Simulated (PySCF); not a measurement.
## Converging SiP⁺ in the basis (CCSD)

PySCF, UHF reference; triplet, unpaired electrons π ↑↑; De to Si⁺ + P without counterpoise correction. Frozen cores follow the default of each basis and core potential.

```
      basis     relativity  functions  Re (Å)  ωe (cm⁻¹)  De (eV)  frozen orbitals
 x2c-SVPall  spin-free X2C         36   2.232        500     2.18               10
  def2-SVPD  no relativity         48   2.240        497     2.31               10
def2-TZVPPD  no relativity         96   2.214        512     2.60               10
```

(1) How does each smaller set differ from the one with most functions, def2-TZVPPD?

Correlated steps freeze 10 core orbitals. Correlated levels converge slowly with the basis: in double zeta they bind strong bonds too weakly, by up to about 1 eV, and carry superposition errors of some tenths. For an ion De counts to the pair picked by the measured ionisation energies or electron affinities, which need not be the lowest pair at this level. The state is the lowest determinant that a PBE0 search found; another state may lie lower at other levels.

Answers

(1) x2c-SVPall: +1.8 pm, -2.3 % in ωe, -0.42 eV in De; def2-SVPD: +2.6 pm, -2.9 % in ωe, -0.29 eV in De. All at CCSD; the set with most functions is neither the basis-set limit nor always the best. The rows treat relativity differently, so the differences are not basis effects alone.
